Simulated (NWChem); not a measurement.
**How methods differ on AlH3S (SMILES [AlH2][SH])**

AlH3S: 5 atoms, total charge 0, spin state singlet. As SMILES, `[AlH2][SH]`. Geometry: relaxed at PBE0-D4/def2-TZVP.

Quantity: the dipole moment, in D. The values are calculated.

```
              level                    kind  program  value (D)  CPU time
    M06-L/def2-TZVP                meta-GGA   NWChem       1.00      20 s
     TPSS/def2-TZVP                meta-GGA   NWChem       0.91      19 s
    B3LYP/def2-TZVP           global hybrid   NWChem          ?      14 s
    BHLYP/def2-TZVP           global hybrid   NWChem          ?      14 s
   M06-2X/def2-TZVP         hybrid meta-GGA   NWChem       1.05      16 s
     PBE0/def2-TZVP           global hybrid   NWChem       0.98      14 s
CAM-B3LYP/def2-TZVP  range-separated hybrid   NWChem       1.02      50 s
    wB97X/def2-TZVP  range-separated hybrid   NWChem       1.07      53 s
```

Estimate the missing values from the other rows.

As computed at these levels: B3LYP/def2-TZVP: 0.94 D; BHLYP/def2-TZVP: 1.04 D. The values span 0.91 to 1.07 D. Magnitudes only: a small dipole may point the other way at some levels. Times are those of the runs behind each value, whatever else they computed, on shared processors of several kinds: orders of magnitude only.
